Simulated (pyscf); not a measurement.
H₂N–Ta(OH)(Cl)(Cl)–Cl → O=Ta(Cl)(Cl)–Cl + ammonia (NH₃) (elimination; singlet surface; H–O, N–Ta broken, H–N formed). Structures and frequencies: ωB97X-D3(BJ)/def2-SVP in PySCF. Energies in kJ/mol from the reactant's lowest minimum found.

```csv
level,barrier,reaction energy
ωB97X-D3(BJ)/def2-TZVP,110.4,+51.9
PBE/def2-TZVP,90.1,+22.0
r²SCAN/def2-TZVP,100.8,+41.2
B3LYP-D3(BJ)/def2-TZVP,108.3,+39.6
ωB97M-D3(BJ)/def2-TZVP,110.4,+40.3
HF/def2-TZVP,151.3,+40.7
```

The functionals in the table span 20.4 kJ/mol in this barrier, from PBE to ωB97X-D3(BJ). On the product side the descent ends in an adduct with a N–Ta contact, 118.4 kJ/mol under the separated species and 177.0 kJ/mol under the saddle at ωB97X-D3(BJ)/def2-TZVP. What is counted as broken (N–Ta) persists as a longer contact in the product adduct; parting that adduct is a step of its own. At the saddle there is also a short H–Ta contact that neither side keeps. This is the saddle that the search found; another between the same sides may lie lower. Elements past Kr carry the def2 core potentials, without spin-orbit coupling.
